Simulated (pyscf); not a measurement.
# Routes from HO–SiH(OH)–OH + ammonia (NH₃)

Candidate steps break at most two bonds and form at most two. Each was searched with GFN2-xTB (tblite) first. Optimised with ωB97X-D3(BJ)/def2-SVP in PySCF. Energies: ωB97M-D3(BJ)/def2-TZVP, kcal/mol, from the separated reactants, singlet surface.

```
products                                type   ΔE‡     ΔE  ΔG‡ 298 K  ΔG‡ 900 K  ν‡ (cm⁻¹)
----------------------  --------------------  ----  -----  ---------  ---------  ---------
H₂O + H₂N–SiH(OH)–OH    four-centre exchange  27.5  +12.1       39.1       63.4       733i
H₂N–Si(OH)(OH)–OH + H₂  four-centre exchange  30.7  -12.7       40.4       64.1       964i
```

Row 1: On the reactant side the descent ends in an adduct with a N–Si contact (not fully relaxed), 3.5 kcal/mol under the separated species and 30.9 kcal/mol under the saddle at ωB97X-D3(BJ)/def2-TZVP. On the product side the descent ends in a bound adduct, 10.8 kcal/mol under the separated species and 26.4 kcal/mol under the saddle at ωB97X-D3(BJ)/def2-TZVP. Row 2: On the reactant side the descent ends in an adduct with a N–Si contact (not fully relaxed), 6.0 kcal/mol under the separated species and 37.3 kcal/mol under the saddle at ωB97X-D3(BJ)/def2-TZVP. 

Plain bond fissions and candidates not yet searched are not listed, and one of them may be faster. Each barrier is that of the saddle found; lower ones may exist.
